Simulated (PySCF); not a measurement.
## Which determinant of SiN⁺ lies lowest?

Unrestricted PBE0; PySCF, no relativity, basis sets Si def2-TZVP, N def2-TZVP. Outer shells of the fragments: Si+ 3s2 3p1; N 2s2 2p3.

Followed along the bond (rough minima from three points):

| 2Ms+1 | unpaired | ⟨S²⟩ at the start | R at minimum (Å) | Te (eV) |
| --- | --- | --- | --- | --- |
| 3 | π ↑↑ | 2.01 | 1.79 | 0.00 |
| 3 | σ ↑, π ↑ | 2.11 | 1.67 | 0.18 |
| 1 | π ↑↓ | 1.00 | 1.79 | 0.48 |
| 1 | σ ↓, π ↑ | 1.02 | 1.66 | 0.55 |
| 5 | σ ↑, π ↑↑↑ | 6.01 | none in the scan | ≤ 2.25 |

Solutions found at the starting distance of 1.870 Å, counted from the lowest of them; the search is not exhaustive and high or unbound solutions are not listed, so other states can lie among these:

```json
{"2Ms+1": "3", "unpaired": "π ↑↑", "term": "³Σ⁻", "E (eV)": "0.00", "⟨S²⟩": "2.01", "⟨Lz²⟩": "0.00", "μ (D)": "-2.84"}
{"2Ms+1": "1", "unpaired": "π ↑↓", "term": "mixed", "E (eV)": "0.48", "⟨S²⟩": "1.00", "⟨Lz²⟩": "2.01", "μ (D)": "-2.75"}
{"2Ms+1": "3", "unpaired": "σ ↑, π ↑", "term": "³Π", "E (eV)": "0.53", "⟨S²⟩": "2.11", "⟨Lz²⟩": "1.01", "μ (D)": "-2.98"}
{"2Ms+1": "1", "unpaired": "σ ↓, π ↑", "term": "mixed", "E (eV)": "1.00", "⟨S²⟩": "1.02", "⟨Lz²⟩": "1.03", "μ (D)": "-3.41"}
{"2Ms+1": "1", "unpaired": "none", "term": "mixed", "E (eV)": "1.93", "⟨S²⟩": "0.00", "⟨Lz²⟩": "2.00", "μ (D)": "-2.46"}
{"2Ms+1": "5", "unpaired": "σ ↑, π ↑↑↑", "term": "⁵Π", "E (eV)": "2.36", "⟨S²⟩": "6.01", "⟨Lz²⟩": "1.01", "μ (D)": "-1.18"}
```

A term symbol is given only where ⟨S²⟩ and ⟨Lz²⟩ are close to those of a pure state; real π, δ and φ orbitals otherwise mix terms. A positive dipole points towards N; it is taken about the centre of mass and depends on that origin.

Q: Compare the gap between the two lowest followed solutions at the starting distance with the gap between their minima.

A: At PBE0 the second solution (triplet, unpaired electrons σ ↑, π ↑) lies +0.53 eV from the first (triplet, unpaired electrons π ↑↑) at 1.870 Å and +0.18 eV at the minima; the two curves relax by different amounts, since their minima lie near 1.67 and 1.79 Å.
